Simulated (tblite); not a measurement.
Species: C4H7N (charge +1 and doublet state).
Cartesian coordinates in Å at the GFN2-xTB level; atoms count from 1:
```
atom  x, y, z in Å
C1    -2.4137   -0.1470   -0.1047
C2    -1.1045   -0.3560   -0.0815
C3    -0.1457    0.7392    0.0703
N4     1.0864    0.6564    0.1042
C5     2.1993   -0.1383    0.0571
H6    -2.8668    0.8280   -0.0151
H7    -3.0971   -0.9763   -0.2184
H8    -0.6681   -1.3415   -0.1726
H9    -0.5896    1.7315    0.1621
H10    2.2858   -0.6531   -0.9082
H11    3.0905    0.5006    0.1548
H12    2.2249   -0.8443    0.8969
```

Structure optimised with GFN2-xTB, isolated species. This method treats the open shell by occupation alone, without spin polarisation.

Take the most abundant isotopes and a rigid rotor. The values belong to one conformer with, in the numbering `[CH2+:1][CH:2]/[CH:3]=[N:4]\[CH3:5]`, H–C1–C2–C3 0° and 180°, C1–C2–C3–N4 180°.

(1) Give the principal moments of inertia and the rotational constants in cm⁻¹.

(2) What kind of rotor is it?

(3) What does the inertial defect say?

(4) Give the other two planar moments, Paa and Pbb, and the rms extents of the mass along the axes.

(5) Where do the levels up to J = 3 lie, in K?

(6) Estimate the classical rotational partition function at 50 K, 200 K and 298.15 K.

Answers

(1) Ia = 22.07, Ib = 200.92, Ic = 219.67 u·Å²; 505379 MHz·u·Å²/I gives 22898, 2515 and 2301 MHz, that is A = 0.76381, B = 0.08390, C = 0.07674 cm⁻¹.

(2) A near-prolate asymmetric top: κ = (2 × 2515 − 22898 − 2301)/(22898 − 2301) = -0.98.

(3) Not planar: Δ = Ic − Ia − Ib = -3.32 u·Å². For a rigid frame Δ = −2 Σ m c², so Σ m c² = 1.66 u·Å² lies off the ab plane, practically all of it from hydrogen. The atom farthest from that plane is 0.91 Å away.

(4) Paa = Σ m a² = (Ib + Ic − Ia)/2 = 199.26 and Pbb = Σ m b² = (Ia + Ic − Ib)/2 = 20.41 u·Å². With the mass M = 69.06 u, the rms extents √(P/M) along a, b and c are 1.70, 0.54, 0.16 Å.

(5) Above 0(0,0), as E/k:
J = 1: 1(0,1) 0.231, 1(1,1) 1.209, 1(1,0) 1.220
J = 2: 2(0,2) 0.693, 2(1,2) 1.661, 2(1,1) 1.692, 2(2,1) 4.627, 2(2,0) 4.627
J = 3: 3(0,3) 1.386, 3(1,3) 2.339, 3(1,2) 2.401, 3(2,2) 5.320, 3(2,1) 5.321, 3(3,1) 10.237, 3(3,0) 10.237

(6) Point group Cs, symmetry number σ = 1; q = (√π/σ)·√((kT/h)³/(ABC)), k/h = 20836.6 MHz/K: 5180 at 50 K, 41400 at 200 K, 75400 at 298.15 K.

For this open shell read J as N, the rotation without spin; fine and hyperfine splittings come on top. Its lowest GFN2-xTB frequency is 20i cm⁻¹, too small to tell a flat minimum from a shallow saddle. These are rigid-rotor constants of the computed structure; measured ground-state constants (B0) also hold zero-point vibration.

Time: 0.15 s. Hardware: one thread of an Arm Neoverse V1 (shared host). That covers the optimisation of the geometry.
